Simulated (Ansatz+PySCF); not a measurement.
Two shapes of doublet LiH2O in separate pieces.

Shape 1:

```xyz
4

O     0.0000    0.0000   -0.1085
H     0.0000    0.0000    0.8679
Li   30.0000    0.0000   -1.4381
H    30.0000    0.0000    4.3142
```

Shape 2:

```xyz
4

O     0.0000    0.0000   -0.2387
H     0.0000    0.0000    1.9095
Li   30.0000    0.0000   -0.5992
H    30.0000    0.0000    1.7976
```

Basis set: 6-31G (spherical functions). Correlated methods keep 1 orbital frozen. Charge 0, multiplicity 2.

Computed with Ansatz (development build ahead of 0.2.0); each method stands on the lowest determinant of its kind that the runs found.

Problem. Which shape is lower in energy, and by how much in each method?

Solution.

```tsv
method	E(2) − E(1) (eV)
UHF	1.766
UHF-MP2	2.558
UHF-CCSD	2.041
UHF-CCSD(T)	2.011
```

Shape 1 is lower. Caution: the unrestricted determinant is a mixture of spin states. Caution for UHF-MP2, UHF-CCSD, UHF-CCSD(T): bonds are stretched, where a single reference can fail; large amplitudes, a single reference is doubtful.
